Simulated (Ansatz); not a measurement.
## HCO, doublet: the ladder up to UCCSDTQ

Geometry: a PBE0/def2-TZVP stationary point for this spin, not checked as a minimum.

```json
{"atom": "O", "x (Å)": "0.0000", "y (Å)": "0.0746", "z (Å)": "0.5425"}
{"atom": "C", "x (Å)": "0.0000", "y (Å)": "-0.1522", "z (Å)": "-0.6041"}
{"atom": "H", "x (Å)": "0.0000", "y (Å)": "0.6297", "z (Å)": "-1.4126"}
```

Basis cc-pVDZ; Ansatz 0.2.0. Correlated methods freeze the noble-gas cores, which leaves 11 electrons in 31 orbitals. R marks a restricted (for open shells ROHF) determinant, U an unrestricted one. Active spaces: valence = (11e, 9o) chosen from the atoms' valence shells.

Full CI isn't at hand for all of this; UCCSDTQ serves as the reference, and is uncertain by the last step of the cluster series or more. The frozen core follows each run's orbitals, which can shift R against U totals by a few meV.

For open shells CISD is restricted-active-space CI with the open shells as a complete middle space.

The UHF ⟨S²⟩ is 0.763 and the T1 diagnostic (RCCSD) is 0.0270. The largest doubles amplitude (RCCSD) is 0.098 and the T1 diagnostic (UCCSD) is 0.0223.

| level | E − E(UCCSDTQ) (meV) | share of correlation (%) | wall time |
| --- | --- | --- | --- |
| RHF | 8784 | 0.00 | – |
| UHF | 8642 | 1.61 | – |
| RMP2 | 600 | 93.17 | – |
| UMP2 | 639 | 92.73 | – |
| CISD | 898 | 89.78 | 0.89 s |
| RCCSD | 328 | 96.26 | – |
| UCCSD | 322 | 96.33 | – |
| RCCSD(T) | 42 | 99.52 | 1.3 s |
| UCCSD(T) | 43 | 99.51 | 1.3 s |
| BCCD(T) | 44 | 99.49 | 1 s |
| RCCSDT | 25 | 99.71 | – |
| UCCSDT | 25 | 99.72 | – |
| RCCSDT(Q) | 0 | 100.00 | 12 s |
| UCCSDT(Q) | -5 | 100.05 | 9.5 s |
| RCCSDTQ | 0 | 100.00 | 74 s (H100) |
| CASSCF (valence space) | 5396 | 38.56 | – |
| NEVPT2 (valence space) | 1042 | 88.13 | 1.9 s |
| MRCISD (valence space) | 305 | 96.53 | – |
| MRCISD+Q (valence space) | 33 | 99.63 | 3.3 s |

The correlation energy at UCCSDTQ, counted from RHF, is -8.784 eV. That run took 52 s on 2 threads of AMD EPYC 7R13 with a shared H100 80 GB, shared host.

Times hold each run's SCF and search for its determinant on a shared host, so for small cases they say little of a method's own cost; rows without a card ran on 1 thread of AMD EPYC 7R13. Some runs computed forces too.

Natural occupations of CASSCF (valence space) about the gap: 1.995 1.979 1.971 1.944 1.013 0.060 0.022 0.018; effectively unpaired electrons, Σ n²(2−n)², 1.03.

Atomization energy (electronic, same basis, no zero-point term; atoms at the same level, unrestricted beside the R rows where the molecule is a closed shell, with restricted open-shell steps beyond CCSDT(Q)) at UCCSDTQ: 1068.3 kJ/mol. Errors of other levels:

| level | error (kJ/mol) |
| --- | --- |
| RHF | -320.0 |
| UHF | -329.4 |
| RMP2 | 43.9 |
| UMP2 | 39.2 |
| CISD | -74.6 |
| RCCSD | -25.5 |
| UCCSD | -25.4 |
| RCCSD(T) | -2.5 |
| UCCSD(T) | -2.8 |
| BCCD(T) | -2.7 |
| RCCSDT | -2.0 |
| UCCSDT | -2.2 |
| RCCSDT(Q) | 0.2 |
| UCCSDT(Q) | 0.4 |
| RCCSDTQ | 0.2 |
| CASSCF (valence space) | -42.0 |
| NEVPT2 (valence space) | 1.6 |
| MRCISD (valence space) | -19.6 |
| MRCISD+Q (valence space) | -7.4 |

This basis is far from its limit, so the value isn't to be set against a measured one. Truncated CI isn't size-consistent, which counts against it in atomization.
